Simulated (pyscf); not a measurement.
## Routes from H₂N–BH–NH₂ (SMILES NBN)

Candidate steps break at most two bonds and form at most two. Each was searched with GFN2-xTB (tblite) first. Optimised with ωB97X-D3(BJ)/def2-SVP in PySCF. MP2 and CC: frozen core, UHF for open shells. ΔMP2 is the change of the MP2 total energy from the triple- to the quadruple-zeta basis. Energies: CCSD(T)/def2-TZVPP + ΔMP2(QZVPP), kcal/mol, from the reactant's lowest minimum found, singlet surface; ΔG‡ with ideal gas, 1 atm, RRHO with modes under 100 cm⁻¹ raised to 100, one conformer, R ln 2 for chiral ones without a mode under 150 cm⁻¹.

```json
[
 {"products": "HB=NH + NH₃", "type": "elimination", "ΔE‡": "59.5", "ΔE": "+53.9", "ΔG‡ 298 K": "56.5", "ΔG‡ 900 K": "58.1", "ν‡ (cm⁻¹)": "1567i"},
 {"products": "H₂B–NH–NH₂", "type": "concerted two-bond exchange", "ΔE‡": "170.7", "ΔE": "+62.3", "ΔG‡ 298 K": "162.3", "ΔG‡ 900 K": "159.2", "ν‡ (cm⁻¹)": "1436i"}
]
```

Row 1: On the reactant side the descent ends in a point of other shape or electronic state (no frequency run), 14.2 kcal/mol over the lowest minimum found and 46.8 kcal/mol under the saddle at ωB97X-D3(BJ)/def2-TZVP. On the product side the descent ends in an adduct with a B–N contact, 9.9 kcal/mol under the separated species and 13.0 kcal/mol under the saddle at ωB97X-D3(BJ)/def2-TZVP. Row 2: On the product side the descent ends in a point that may be a rotor saddle (no frequency run), 1.3 kcal/mol over the lowest minimum found and 118.2 kcal/mol under the saddle at ωB97X-D3(BJ)/def2-TZVP. 

Plain bond fissions and candidates not yet searched are not listed, and one of them may be faster. Each barrier is that of the saddle found; lower ones may exist. One closed-shell reference is unstable to symmetry breaking; treat the single-reference values with care. The CCSD(T) − MP2 part came from Ansatz, without density fitting, on the same reference. The largest closed-shell T1 diagnostic is 0.030, which may signal static correlation.
